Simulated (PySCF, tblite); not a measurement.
# Complex of 2 × ammonia and hydrogen sulfide

A gas-phase complex of 2 × ammonia and hydrogen sulfide; neutral, singlet. The structure comes from a short search (6 tight-binding starts) and was relaxed by PBE0-D3(BJ)/def2-SVPD; another way of binding may lie lower. No frequency run checks that it is a minimum.

Parts: 1 = ammonia (N), atoms 1–4; 2 = ammonia (N), atoms 5–8; 3 = hydrogen sulfide (S), atoms 9–11.

```tsv
atom	part	x (Å)	y (Å)	z (Å)
N1	1	0.135	0.475	-0.018
H2	1	0.624	0.835	-0.833
H3	1	0.364	-0.518	0.057
H4	1	-0.859	0.538	-0.217
N5	2	1.342	0.347	2.815
H6	2	0.724	0.551	3.596
H7	2	2.216	0.837	2.981
H8	2	0.916	0.722	1.961
S9	3	1.328	-2.643	1.432
H10	3	2.577	-2.534	0.933
H11	3	1.429	-1.465	2.159
```

| contact | kind (by geometry) | distance (Å) | angle (°) |
| --- | --- | --- | --- |
| H11···N5 | hydrogen bond | 1.929 | 166 |
| H8···N1 | hydrogen bond | 2.142 | 152 |

Interaction energies are complex less parts, with the parts frozen as they stand in it; counterpoise-corrected, in kcal/mol (PySCF).

**Question.** How strongly do the parts interact, level by level?

**Answer.** 
```csv
level,interaction,superposition error removed
wB97M-D3(BJ)/def2-TZVPD,-9.40,-0.50
PBE0-D3(BJ)/def2-TZVPD,-11.44,-0.43
```

**Question.** What holds them together? Decompose the wB97M-D3(BJ)/def2-TZVPD energy: frozen parts, their antisymmetrised product, then relaxation.

**Answer.** electrostatic -22.3, Pauli repulsion +27.5, orbital relaxation -12.4, dispersion correction -2.7 kcal/mol, which sum to the value before the counterpoise correction; the Pauli term holds the exchange-correlation of the frozen density too. Of the attraction, 60 % is electrostatic, 33 % is orbital relaxation, 7 % is dispersion correction.

**Question.** Are the pair energies additive?

**Answer.** The pairs sum to -7.62 kcal/mol (1–2 -3.0, 1–3 -1.8, 2–3 -2.8); the rest of -1.78 is a many-body strengthening.

The parts were also relaxed and run alone, at the levels used for the complex: shieldings by PBE0/pcSseg-2.

**Question.** What does binding change?

**Answer.** 
```
              property  alone  in the complex  change
       S9–H11 bond (Å)  1.350           1.388  +0.038
shielding of H11 (ppm)  30.27           22.23   -8.04
 shielding of N5 (ppm)  262.5           238.4   -24.1
 shielding of H8 (ppm)  31.49           27.16   -4.33
 shielding of N1 (ppm)  262.5           249.5   -13.0
```

Density functionals tend to overstate the lengthening and the red shift of so strongly bound an X–H bond.
